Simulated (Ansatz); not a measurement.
**BH (triplet): wave-function methods side by side, def2-TZVPP**

One table from this session's results is given with a row withheld; the runs are named, their logs left out.

Computed with Ansatz 0.2.0, Gaussian basis. Level: def2-TZVPP, core rule «outside noble gas», up to 1 orbitals frozen.

Plan: UHF; ROHF; CCSD(T) on UHF.

2 further runs of the same task are left out: 2 set aside as unsound or not needed.

**What is computed**

The geometry is a PBE0/def2-TZVP stationary point (not a proven minimum) of the parent state, kept for this charge and spin.

2 atoms, charge 0, spin multiplicity 3.

Atoms are counted from 1 here; the program's logs count them from 0.

Bond lengths: B1–H2 1.241 Å.

Coordinates:

```
B     0.00000    0.00000    0.00000
H     0.00000    0.00000    1.24104
```

The first run:

The input, in.yaml:

```yaml
crystal:
  periodic: [false, false, false]
  atoms:
    - {symbol: B, position_ang: [0.000000, 0.000000, 0.000000]}
    - {symbol: H, position_ang: [0.000000, 0.000000, 1.241044]}
basis:
  gaussian: {orbitals: def2-TZVPP}
magnetization: {spin_polarized: true, initial_magnetization: 2}
hamiltonian: {xc: hf}
output: {orbitals: {seedname: orbitals}}
```

Run with:

```bash
$ ansatz run in.yaml --threads 1 --pin off --events-out ev --progress --plain --max-ram 4096MiB --backend cpu
```

Steps of the session up to this table: UHF; ROHF; CCSD(T) on UHF.

One table of the session follows, with a row left open; its other results are not shown here.

| method | from UCCSD(T) (kcal/mol) |
| --- | --- |
| ROHF | ? |
| UHF | +41.52 |
| UMP2 | +9.93 |
| UCCSD | +0.90 |
| UCCSD(T) | 0 |

**Question.** Estimate the row for ROHF.

As computed: from UCCSD(T) (kcal/mol): +42.31. In the column «from UCCSD(T) (kcal/mol)» it is the highest.
